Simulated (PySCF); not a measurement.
## Simulated absorption spectrum

Acetylethylenimine, C4H7NO.
SMILES: `CC(=O)N1CC1`

Method: PySCF 2.14.0, density-fitted response routines, TDDFT wB97X-D/def2-SVPD, vertical, gas phase, core orbitals frozen in the response. Isolated species at its PBE0-D3(BJ)/def2-SVP geometry (one conformer only). Torsions of this conformer, `[CH3:1][C:2](=[O:3])[N:4]1[CH2:5][CH2:6]1`: C1–C2–N4–C5 144°.

Each state is given a Gaussian of 0.25 eV full width at half maximum, with ε(max) = 2.175×10⁸ f / Δν̃ (Δν̃ the width in cm⁻¹). The width is an assumption, not a result. The curve ends short of the highest state used, and states not computed would add to its high-energy end.

(λ (nm), ε (L mol⁻¹ cm⁻¹)): (157.0, 4633), (159.2, 1093), (161.4, 402), (163.6, 1228), (165.8, 1884), (168.0, 1217), (170.2, 509), (172.4, 1659), (174.5, 6895), (176.7, 15308), (178.9, 17080), (181.1, 10055), (183.3, 3269), (185.5, 612), (187.7, 69), (189.9, 5), (192.1, 0), (194.2, 0), (196.4, 0), (198.6, 0), (200.8, 0), (203.0, 0), (205.2, 0), (207.4, 0), (209.6, 0), (211.8, 0), (214.0, 0), (216.1, 0), (218.3, 1), (220.5, 6), (222.7, 24), (224.9, 74), (227.1, 169), (229.3, 299), (231.5, 412), (233.7, 449), (235.9, 393), (238.0, 285), (240.2, 167), (242.4, 82), (244.6, 33), (246.8, 12), (249.0, 3), (251.2, 1)

**Question.** Where are the band maxima, and which computed states make them?

**Answer.** 233 nm (5.31 eV), ε about 450, made up of S1 (100%); 178 nm (6.96 eV), ε about 18000, made up of S2 (100%); 166 nm (7.48 eV), ε about 1900, made up of S3 (100%) (ε in L mol⁻¹ cm⁻¹; maxima over ε = 5, shares over 10%). At its high-energy end, 7.90 eV, the curve is still rising (ε about 4700, from S4). The states used: S1 5.31 eV (f 0.0042); S2 6.96 eV (f 0.164); S3 7.48 eV (f 0.017); S4 7.99 eV (f 0.064); S5 8.17 eV (f 0.0087); S6 8.50 eV (f 0.019).

**Question.** Coming from long wavelengths, where does ε first pass 100 L mol⁻¹ cm⁻¹?

**Answer.** At about 242 nm (5.13 eV), 0.18 eV below S1.

**Question.** What would ε be at 6.96 eV, the highest of these maxima, with half the width (0.125 eV)?

**Answer.** About 35400 L mol⁻¹ cm⁻¹ against 17700, a factor of about 2.00; a lone state at its own centre would give exactly 2.

**Question.** On this curve, what absorbance would a 10⁻⁴ mol/L sample give at 222 nm over a 1 cm path?

**Answer.** 222 nm is 5.585 eV, where ε is about 16 L mol⁻¹ cm⁻¹, so A = ε c l ≈ 0.0016 (Beer–Lambert, with the gas-phase spectrum and the assumed width).

The run took about 40 s of CPU time (one thread, shared machine).
